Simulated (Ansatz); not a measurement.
Results of r²SCAN (PAW; Ansatz, an electronic-structure program) for rock-salt TiC.

Run with plane-wave cutoff 500 eV, 16×16×16 k mesh, Fermi–Dirac smearing 0.05 eV, no spin polarisation, scalar-relativistic PAW data made under PBE.

Computed at the level's own relaxed cell.

Problem. Estimate the equilibrium volume per atom and equilibrium lattice constant a that the calculation returns.

Solution. 
* **equilibrium volume per atom**: 10.13 Å³/atom
* **equilibrium lattice constant a**: 4.328 Å

Measured, for comparison: equilibrium volume per atom 10.15 Å³/atom, lattice constant a 4.33 Å (temperature not stated, not corrected to a static lattice; as tabulated in Zhang et al. (2018), doi:10.1088/1367-2630/aac7f0). Computed (rounded) less measured: equilibrium volume per atom -0.2 %, lattice constant a 0.0 %.

The computed numbers hold no vibrational or temperature effects.
